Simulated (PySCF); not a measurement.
How good is the calculation?

Geometry:
```tsv
atom	x (Å)	y (Å)	z (Å)
C1	-3.185	-0.275	0.177
C2	-1.835	0.366	0.460
C3	-0.678	-0.317	-0.255
C4	0.678	0.317	0.022
C5	1.835	-0.366	-0.692
C6	3.185	0.275	-0.410
H7	-4.000	0.241	0.706
H8	-3.199	-1.331	0.492
H9	-3.420	-0.252	-0.899
H10	-1.862	1.431	0.168
H11	-1.642	0.361	1.547
H12	-0.649	-1.383	0.035
H13	-0.868	-0.312	-1.344
H14	0.868	0.312	1.112
H15	0.649	1.383	-0.268
H16	1.862	-1.431	-0.401
H17	1.642	-0.361	-1.780
H18	3.199	1.331	-0.725
H19	4.000	-0.241	-0.939
H20	3.420	0.252	0.667
```

The experiment to reproduce: δ 13C C3/C4 30.9; C2/C5 22.1; C1/C6 13.9; δ 1H H7/H8/H9/H18/H19/H20 0.86 ppm (measured; solution, DMSO-d6, 298 K; Fulmer et al., Organometallics 2010, 29, 2176).
δ 13C C3/C4 32.0; C2/C5 23.0; C1/C6 14.3 ppm (measured; solution, C6D6, 298 K; Fulmer et al., Organometallics 2010, 29, 2176).

Theoretical values (PySCF 2.14.0 with density-fitted response routines): shieldings: GIAO B97-2/pcSseg-1, geometry from PBE0-D3(BJ)/def2-SVP. Gas phase, one averaged value for each set of equivalent atoms, relativity neglected, a single conformation.

(1) How close does the calculation come?

(2) How far are the unscaled 13C shifts from the references?

Results:

(1) 
Reference values: measured (solution, DMSO-d6, 298 K; Fulmer et al., Organometallics 2010, 29, 2176).
```csv
atoms,quantity,reference,computed,"computed, scaled"
C3/C4,δ 13C,30.9,36.5,35.0
C2/C5,δ 13C,22.1,27.5,26.1
C1/C6,δ 13C,13.9,17.2,15.8
H7/H8/H9/H18/H19/H20,δ 1H,0.86,1.01,–
```

Reference values: measured (solution, C6D6, 298 K; Fulmer et al., Organometallics 2010, 29, 2176).
```
atoms  quantity  reference  computed  computed, scaled
C3/C4     δ 13C       32.0      36.5              35.0
C2/C5     δ 13C       23.0      27.5              26.1
C1/C6     δ 13C       14.3      17.2              15.8
```

Computed shifts are σ(ref) − σ with the named reference compound (TMS for H and C) calculated as an isolated molecule at the same level. The measured values may be among those fitted. Shieldings were converted by linear fits to measured shifts (mostly CDCl3, TMS scale, for H and C): 13C (scatter 1.9 ppm rms). A few per cent of atoms miss by over 2 rms, more outside the fitted compound classes.

(2) Mean signed difference +4.37 ppm, mean absolute 4.37 ppm over 6 comparisons; the largest is +5.6 ppm at C3/C4 (sp3 CH2).

7 of the 55 published NMR values on file for this molecule are compared. The rest: values from further sources, protons in aromatic solvents, values whose atom or origin is in doubt.
